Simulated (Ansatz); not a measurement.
CH3 (SMILES [CH3]) moved off its minimum; all values from Ansatz (an electronic-structure program), cores frozen in correlated methods. Open shells are unrestricted.
(charge 0, multiplicity 2)
```xyz
4

C     -0.06940     0.00497    -0.00601
H      1.03281    -0.17936    -0.09627
H     -0.72418    -0.78999    -0.04898
H     -0.40321     1.01706    -0.00951
```

Forces at HF/def2-TZVPP (eV/Å):

```
atom      Fx      Fy      Fz
----  ------  ------  ------
C1     2.956   0.922  -0.134
H2    -1.614   0.201   0.157
H3    -1.142  -1.270  -0.048
H4    -0.199   0.147   0.026
```

Problem. Give the forces (eV/Å), the total energy and the dipole at CCSD(T)/aug-cc-pVTZ.

Solution. 
| atom | Fx | Fy | Fz |
|---|---|---|---|
| C1 | 2.868 | 0.897 | -0.131 |
| H2 | -1.271 | 0.151 | 0.140 |
| H3 | -1.317 | -1.497 | -0.047 |
| H4 | -0.281 | 0.449 | 0.037 |
Energy -39.7606 hartree, dipole 0.09 D.
